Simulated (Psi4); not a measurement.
# AlH2Cl (SMILES [H][Al]([H])[Cl]): UHF/CBS (density fitting, extrapolation scf/cc-pv[dtq]z)

What is the energy change on altering one bond length of AlH2Cl at UHF/CBS (density fitting, extrapolation scf/cc-pv[dtq]z)? 

The results are computed with Psi4 1.11.

5 further runs of the same task are left out: 1 that didn't finish, 4 set aside as unsound or not needed.

**1. The system as given**

The species is AlH2Cl (4 atoms), meant as a singlet with charge 0. SMILES: `[H][Al]([H])[Cl]`. Geometry: a GFN2-xTB relaxation, a rough one for these elements and not checked as a minimum.

Bond lengths: Al1–Cl4 2.014 Å, Al1–H2 1.538 Å, Al1–H3 1.538 Å. Angles: H2–Al1–Cl4 121.9°, H3–Al1–Cl4 121.9°, H2–Al1–H3 116.1°.

**2. The energy at UHF/CBS (density fitting, extrapolation scf/cc-pv[dtq]z)**

File alclh2.xyz:

```xyz
4
AlClH2
Al     0.049780     0.082930    -0.002200
H      1.587020     0.109500     0.013310
H     -0.651090     1.451440    -0.019500
Cl    -0.985710    -1.643880     0.008400
```

File calc.py:

```python
import psi4

psi4.set_memory(1600000000)
psi4.set_num_threads(1)
psi4.set_output_file('alclh2.out', False)

with open('alclh2.xyz') as f:
    atoms = ''.join(f.readlines()[2:])
m = psi4.geometry('0 1\n' + atoms + '')

psi4.set_options(dict(reference='uhf', scf_type='disk_df', freeze_core=True))

E = psi4.energy("scf/cc-pv[dtq]z")
print('E =', round(E, 9))
```

Run with:

```sh
$ python calc.py
```

alclh2.out:

```text
[...]
  Running in c1 symmetry.
[...]
  Nuclear repulsion =   73.011449274731433
[...]
  Multiplicity = 1
[...]
  Nalpha       = 16
  Nbeta        = 16
[...]
    Number of basis functions: 178
[...]
   @DF-UHF iter   1:  -702.66195858600679   -5.19415e-01   1.00063e-03 ADIIS/DIIS
[...]
   @DF-UHF iter   7:  -702.63539189037249   -7.01789e-09   2.97920e-07 DIIS
[...]
   @S^2 Observed:                0.000000000E+00
[...]
    Orbital Energies [Eh]
    ---------------------
    Alpha Occupied:
       1A   -104.820369     2A    -58.506093     3A    -10.551557
       4A     -8.018461     5A     -8.016236     6A     -8.015932
       7A     -4.924235     8A     -3.238498     9A     -3.238248
      10A     -3.235614    11A     -1.094815    12A     -0.598207
      13A     -0.498455    14A     -0.493625    15A     -0.481169
      16A     -0.426363
    Alpha Virtual:
      17A      0.046125    18A      0.122263    19A      0.164554
      20A      0.184408    21A      0.273096    22A      0.335298
      23A      0.336649    24A      0.380166    25A      0.382400
[...]
  @DF-UHF Final Energy:  -702.63539189037249
   => Energetics <=
    Nuclear Repulsion Energy =             73.0114492747314330
    One-Electron Energy =               -1118.9779260495924973
    Two-Electron Energy =                 343.3310848844886323
    Total Energy =                       -702.6353918903724889
  UHF NO Occupations:
  HONO-2 :   14  A 2.0000000
  HONO-1 :   15  A 2.0000000
[...]
 Multipole Moments:
 ------------------------------------------------------------------------------------
     Multipole            Electronic (a.u.)      Nuclear  (a.u.)        Total (a.u.)
 ------------------------------------------------------------------------------------
 L = 1.  Multiply by 2.5417464519 to convert [e a0] to [Debye]
 Dipole X            :         -1.5904562            1.7497338            0.1592776
 Dipole Y            :         -2.6528305            2.9182085            0.2653780
 Dipole Z            :          0.0052351           -0.0115667           -0.0063316
 Magnitude           :                                                    0.3095721
[...]
```

On the terminal:

```text
E = -702.679092074
```

Wall time 13 s (1 thread of AMD EPYC 7R43 (Zen 3), shared host); peak memory 0.4 GiB.

**3. The distorted shape, same level**

File calc.in:

```
memory 1.6 GB

molecule {
  Al
  H 1 1.3838
  H 1 1.53764 2 116.13267
  Cl 1 2.013511 2 121.93353 3 -179.71881
  symmetry c1
}

set reference uhf
set scf_type disk_df
set freeze_core true
set guess_mix true

e_tot, wfn = energy('scf/cc-pv[dtq]z', return_wfn=True)
```

Run with:

```sh
$ psi4 calc.in calc.out -n 1
```

calc.out:

```text
[...]
  Running in c1 symmetry.
[...]
  Nuclear repulsion =   73.642309243306613
[...]
  Multiplicity = 1
[...]
  Nalpha       = 16
  Nbeta        = 16
[...]
    Number of basis functions: 178
[...]
   @DF-UHF iter   1:  -702.64979008880221   -4.75567e-01   1.01187e-03 ADIIS/DIIS
[...]
   @DF-UHF iter  11:  -702.62293320151912   -1.96341e-08   4.03567e-07 DIIS
[...]
   @S^2 Observed:                5.233573575E-10
[...]
    Orbital Energies [Eh]
    ---------------------
    Alpha Occupied:
       1A   -104.817483     2A    -58.492121     3A    -10.548739
       4A     -8.015639     5A     -8.013437     6A     -8.013129
       7A     -4.915427     8A     -3.229244     9A     -3.228822
      10A     -3.226878    11A     -1.092314    12A     -0.605381
      13A     -0.505666    14A     -0.492116    15A     -0.478827
      16A     -0.430608
    Alpha Virtual:
      17A      0.047579    18A      0.125095    19A      0.163767
      20A      0.181962    21A      0.282023    22A      0.337168
      23A      0.344369    24A      0.380599    25A      0.383193
[...]
  @DF-UHF Final Energy:  -702.62293320151912
   => Energetics <=
    Nuclear Repulsion Energy =             73.6423092433066131
    One-Electron Energy =               -1120.3188826360719759
    Two-Electron Energy =                 344.0536401912463589
    Total Energy =                       -702.6229332015191176
  UHF NO Occupations:
  HONO-2 :   14  A 2.0000000
  HONO-1 :   15  A 2.0000000
[...]
 Multipole Moments:
 ------------------------------------------------------------------------------------
     Multipole            Electronic (a.u.)      Nuclear  (a.u.)        Total (a.u.)
 ------------------------------------------------------------------------------------
 L = 1.  Multiply by 2.5417464519 to convert [e a0] to [Debye]
 Dipole X            :         -0.0016798            0.0078241            0.0061443
 Dipole Y            :         -2.6267046            2.8876769            0.2609722
 Dipole Z            :         -1.3865528            1.6556397            0.2690869
 Magnitude           :                                                    0.3749027
[...]
```

It took 13 s on 1 thread of AMD EPYC 7R43 (Zen 3), shared host; peak memory 0.41 GiB.

**4. Outcome**

Level: UHF/CBS (density fitting, extrapolation scf/cc-pv[dtq]z).

```
                                                          quantity          value
                                         first shape: total energy  -702.67909 Eh
                                     distorted shape: total energy  -702.66729 Eh
energy change with the Al1–H2 bond shortened from 1.538 to 1.384 Å       0.321 eV
```

**Reading.** With the Al1–H2 bond shortened from 1.538 to 1.384 Å the energy rises by 0.32 eV (7.4 kcal/mol). The first shape isn't relaxed at this level, so the change isn't measured from a minimum.
